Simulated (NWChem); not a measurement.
# doublet [C2H4F2]−: levels of theory compared

Aim: a comparison of 5 runs (UHF/def2-SVPD, U-r2SCAN/def2-SVPD, UPBE/def2-SVPD, USVWN5/def2-SVPD, UMP2/def2-SVPD) of doublet [C2H4F2]−. 

The results are computed with NWChem 7.3.0.

## (1) The system as given

The species is [C2H4F2]− (8 atoms), meant as a doublet with charge -1. As SMILES of the parent species, `FCCF`. Geometry: relaxed at PBE0-D4/def2-TZVP. This is one conformer, not always the lowest. That shape belongs to the parent species and isn't relaxed for this state.

Bond lengths: F1–C2 1.378 Å, C2–C3 1.498 Å, C3–F4 1.378 Å, C2–H5 1.094 Å, C2–H6 1.095 Å, C3–H7 1.095 Å, C3–H8 1.094 Å. Some angles: F1–C2–C3 110.9°, C2–C3–F4 110.9°, F1–C2–H5 108.2°, F1–C2–H6 108.3°, C3–C2–H5 110.5°, C3–C2–H6 109.4°, C2–C3–H7 109.4°, C2–C3–H8 110.5°, F4–C3–H7 108.3°, F4–C3–H8 108.2°.

## (2) The energy at UHF/def2-SVPD (run 1)

run.py reads:

```python
from ase import Atoms
from ase.calculators.nwchem import NWChem

system = Atoms('FCCFHHHH', positions=[
    [-1.312370, 0.775570, 0.874010],
    [-0.115750, 0.716060, 0.193200],
    [0.217900, -0.696080, -0.177380],
    [-0.618130, -1.153280, -1.172850],
    [-0.201180, 1.337840, -0.702830],
    [0.670250, 1.117960, 0.841860],
    [1.248900, -0.742470, -0.544780],
    [0.110390, -1.355610, 0.688780],
])

calc = NWChem(
    label='nw',
    theory='scf',
    memory='2200 mb',
    basis='def2-SVPD',
    basispar='spherical bse',
    charge=-1,
    scf={'nopen': '1', 'uhf': None, 'thresh': '1e-08', 'maxiter': '80'},
    task='energy',
)
system.calc = calc

print("Total energy (eV):", round(system.get_potential_energy(), 6))
```

Command:

```
export ASE_NWCHEM_COMMAND="nwchem PREFIX.nwi > PREFIX.nwo"
python run.py
```

Output:

```text
Total energy (eV): -7527.67866
```

The calculator wrote nw.nwi:

```
title "nw"

permanent_dir nw

scratch_dir nw

start nw

geometry units angstrom nocenter noautosym noautoz
  F  -1.3123700000000000e+00 7.7556999999999998e-01 8.7400999999999995e-01
  C  -1.1575000000000001e-01 7.1606000000000003e-01 1.9320000000000001e-01
  C  2.1790000000000001e-01 -6.9608000000000003e-01 -1.7738000000000001e-01
  F  -6.1812999999999996e-01 -1.1532800000000001e+00 -1.1728499999999999e+00
  H  -2.0118000000000000e-01 1.3378399999999999e+00 -7.0282999999999995e-01
  H  6.7025000000000001e-01 1.1179600000000001e+00 8.4186000000000005e-01
  H  1.2488999999999999e+00 -7.4246999999999996e-01 -5.4478000000000004e-01
  H  1.1039000000000000e-01 -1.3556100000000000e+00 6.8877999999999995e-01
end

charge -1

memory 2200 mb

basis spherical bse noprint
   * library def2-SVPD
end

scf
  nopen 1
  uhf
  thresh 1e-08
  maxiter 80
end

task scf energy
```

nw.nwo:

```text
Northwest Computational Chemistry Package (NWChem) 7.3.0
             --------------------------------------------------------

           Job information
           ---------------

    nwchem branch   = 7.3.0
    use scalapack   = T
    input           = nw.nwi
    prefix          = nw.
    data base       = nw/nw.db
    status          = startup
    nproc           =        1

           Memory information
           ------------------

[... 5 lines left out ...]
    hardfail = no
[... 129 lines left out ...]
 1-e energy   =    -653.773833
[... 9 lines left out ...]
 Convergence threshold     :          1.000E-08
[... 17 lines left out ...]
      One electron energy =   -643.249972813411
[... 9 lines left out ...]
          Final alpha eigenvalues
[... 279 lines left out ...]
                     UHF Final Beta Molecular Orbital Analysis
[... 267 lines left out ...]
       Multipole analysis of the density wrt the origin
       ------------------------------------------------

     L   x y z        total         alpha         beta         nuclear
     -   - - -        -----         -----         ----         -------
     0   0 0 0     -1.000000    -18.000000    -17.000000     34.000000

     1   1 0 0     -0.479998     12.893248     14.846485    -28.219732
[... 8 lines of this table left out ...]
     2   0 0 2    -29.872128    -58.943229    -48.213431     77.284532

 Task  times  cpu:       37.7s     wall:       37.7s
 Total times  cpu:       37.7s     wall:       37.7s
```

It took 39 s on 1 thread of Intel Xeon 6975P-C (Granite Rapids), shared host; peak memory 0.1 GiB.

## (3) The energy at U-r2SCAN/def2-SVPD (run 2)

c2h4f2.nw reads:

```
echo
start c2h4f2
title "C2H4F2 energy"
memory total 2200 mb
charge -1

geometry noautosym nocenter noautoz
F     -1.312370     0.775570     0.874010
C     -0.115750     0.716060     0.193200
C      0.217900    -0.696080    -0.177380
F     -0.618130    -1.153280    -1.172850
H     -0.201180     1.337840    -0.702830
H      0.670250     1.117960     0.841860
H      1.248900    -0.742470    -0.544780
H      0.110390    -1.355610     0.688780
end

basis spherical bse
* library def2-SVPD
end

dft
xc r2scan
mult 2
grid fine
convergence energy 1e-08
iterations 100
mulliken
noprint "final vectors analysis"
end

task dft energy
```

Command:

```
nwchem c2h4f2.nw > c2h4f2.out
```

Output:

```text
[...]
          Wavefunction type:  spin polarized.
          No. of atoms     :     8
          No. of electrons :    35
[...]
          Charge           :    -1
          Spin multiplicity:     2
[...]
          AO basis - number of functions:   118
[...]
              XC Information
              --------------
                      r^2SCAN Method XC Functional
               r^2SCAN metaGGA Exchange Functional  1.000
                     r^2SCAN Correlation Potential  1.000
[...]
 d= 0,ls=0.0,diis     1   -277.6831886658 -4.06D+02  6.73D-01  4.58D-01     4.3
[...]
 d= 0,ls=0.0,diis    12   -277.8938498843 -2.93D-09  8.46D-06  1.29D-10    48.8
[...]
         Total DFT energy =     -277.893849884325
      One electron energy =     -643.392369862773
           Coulomb energy =      270.577179417870
    Exchange-Corr. energy =      -33.213300781471
 Nuclear repulsion energy =      128.134641342048
[...]
      Total Density - Mulliken Population Analysis
     ---------------------------------------------
    Atom       Charge   Shell Charges
 -----------   ------   -------------------------------------------------------
    1 F    9     9.13   1.99  1.14  0.79 -0.33  3.34  1.97  0.18  0.01  0.04
    2 C    6     7.15   1.98  0.97  0.04  1.41  2.03  0.51  0.07  0.14
    3 C    6     7.15   1.98  0.97  0.04  1.41  2.03  0.51  0.07  0.14
    4 F    9     9.13   1.99  1.14  0.79 -0.33  3.34  1.97  0.18  0.01  0.04
    5 H    1     0.76   0.77 -0.13  0.03  0.10
    6 H    1     0.46   0.76 -0.56  0.03  0.23
    7 H    1     0.46   0.76 -0.56  0.03  0.23
    8 H    1     0.76   0.77 -0.13  0.03  0.10
[...]
      <S2> =      0.7507 (Exact =     0.7500)
[...]
```

Wall time 50 s (1 thread of Intel Xeon 6975P-C (Granite Rapids), shared host); peak memory 0.12 GiB.

Run 3 isn't shown in full; the table further down has it.

## (4) The energy at USVWN5/def2-SVPD (run 4)

c2h4f2.nw reads:

```
start c2h4f2
title "C2H4F2 SVWN5"
memory 2200 mb
charge -1

geometry units angstroms noautosym nocenter noautoz
  F    -1.312370    0.775570    0.874010
  C    -0.115750    0.716060    0.193200
  C     0.217900   -0.696080   -0.177380
  F    -0.618130   -1.153280   -1.172850
  H    -0.201180    1.337840   -0.702830
  H     0.670250    1.117960    0.841860
  H     1.248900   -0.742470   -0.544780
  H     0.110390   -1.355610    0.688780
end

basis spherical bse
  * library def2-SVPD
end

dft
  xc slater vwn_5
  mult 2
  grid fine
  convergence energy 1e-08
  iterations 100
  mulliken
  print medium
end

task dft energy
```

Command:

```
nwchem c2h4f2.nw > c2h4f2.out
```

Output:

```text
[...]
          Wavefunction type:  spin polarized.
          No. of atoms     :     8
          No. of electrons :    35
[...]
          Charge           :    -1
          Spin multiplicity:     2
[...]
          AO basis - number of functions:   118
[...]
              XC Information
              --------------
                        Slater Exchange Functional  1.000 local
                      VWN V Correlation Functional  1.000 local
[...]
 d= 0,ls=0.0,diis     1   -275.8150700731 -4.04D+02  6.96D-01  5.53D-01     2.2
[...]
 d= 0,ls=0.0,diis    12   -276.0419630022 -4.68D-10  5.86D-06  1.91D-10    23.9
[...]
         Total DFT energy =     -276.041963002234
      One electron energy =     -643.163822260217
           Coulomb energy =      270.254066516742
    Exchange-Corr. energy =      -31.266848600806
 Nuclear repulsion energy =      128.134641342048
[...]
      Total Density - Mulliken Population Analysis
     ---------------------------------------------
    Atom       Charge   Shell Charges
 -----------   ------   -------------------------------------------------------
    1 F    9     9.00   1.99  1.12  0.80 -0.35  3.34  1.88  0.18  0.01  0.05
    2 C    6     7.13   1.98  0.95  0.01  1.38  2.10  0.46  0.07  0.19
    3 C    6     7.13   1.98  0.95  0.01  1.38  2.10  0.46  0.07  0.19
    4 F    9     9.00   1.99  1.12  0.80 -0.35  3.34  1.88  0.18  0.01  0.05
    5 H    1     0.82   0.74 -0.02  0.02  0.08
    6 H    1     0.56   0.73 -0.38  0.02  0.18
    7 H    1     0.56   0.73 -0.38  0.02  0.18
    8 H    1     0.82   0.74 -0.02  0.02  0.08
[...]
      <S2> =      0.7503 (Exact =     0.7500)
[...]
```

Wall time 25 s (1 thread of Intel Xeon 6975P-C (Granite Rapids), shared host); peak memory 0.12 GiB.

## (5) A single-point energy at UMP2/def2-SVPD (run 5)

job.nw reads:

```
start job
title "C2H4F2 mp2"
memory stack 880 mb heap 220 mb global 1100 mb
charge -1

geometry units angstroms noautosym nocenter noautoz
  F       -1.312370       0.775570       0.874010
  C       -0.115750       0.716060       0.193200
  C        0.217900      -0.696080      -0.177380
  F       -0.618130      -1.153280      -1.172850
  H       -0.201180       1.337840      -0.702830
  H        0.670250       1.117960       0.841860
  H        1.248900      -0.742470      -0.544780
  H        0.110390      -1.355610       0.688780
end

basis "ao basis" spherical bse
  * library def2-SVPD
end

scf
  nopen 1
  uhf
  thresh 1e-08
  maxiter 80
end

mp2
  freeze core 4
  tight
end

task mp2 energy
```

Command:

```
nwchem job.nw > job.out
```

Output:

```text
[...]
  functions       =   118
[...]
  wavefunction    = UHF
[...]
         Total SCF energy =   -276.637090576981
      One electron energy =   -643.249972818486
      Two electron energy =    238.478240899457
 Nuclear repulsion energy =    128.134641342048
                       Sz =      0.5000
                 Sz(Sz+1) =      0.7500
                      S^2 =      0.7509
[...]
          Total MP2 energy          -277.329061319747
[...]
```

Wall time 50 s (1 thread of Intel Xeon 6975P-C (Granite Rapids), shared host); peak memory 0.47 GiB.

## (6) All runs side by side

```csv
run,level,iteration cap,module,energy (Eh),HOMO energy (eV),LUMO energy (eV),⟨S²⟩,wall time
1,UHF/def2-SVPD,80,scf,-276.637091,2.41,6.62,0.751,39 s
2,U-r2SCAN/def2-SVPD,100,dft,-277.893850,–,–,0.751,50 s
3,UPBE/def2-SVPD,100,dft,-277.742947,3.42,3.97,0.750,44 s
4,USVWN5/def2-SVPD,100,dft,-276.041963,3.35,3.83,0.750,25 s
5,UMP2/def2-SVPD,80,mp2,-277.329061,2.41,6.62,0.751,50 s
```

## (7) What came out

| quantity | value |
| --- | --- |
| run 5: total energy | -277.32906 Eh |
| run 5: HOMO energy (Hartree–Fock orbitals) (highest over α and β) | 2.41 eV |
| run 5: LUMO energy (Hartree–Fock orbitals) (lowest over α and β) | 6.62 eV |
| run 5: correlation energy (4 core orbitals frozen) | -692.0 mEh |
| run 5: ⟨S²⟩ of the reference determinant | 0.751 |

In words: Totals of different functionals can't be ranked against each other. In runs 1, 3, 4, 5 the HOMO lies above zero, so the outermost electron may be held by the basis alone. All runs together took 3.5 min, the longest 50 s.
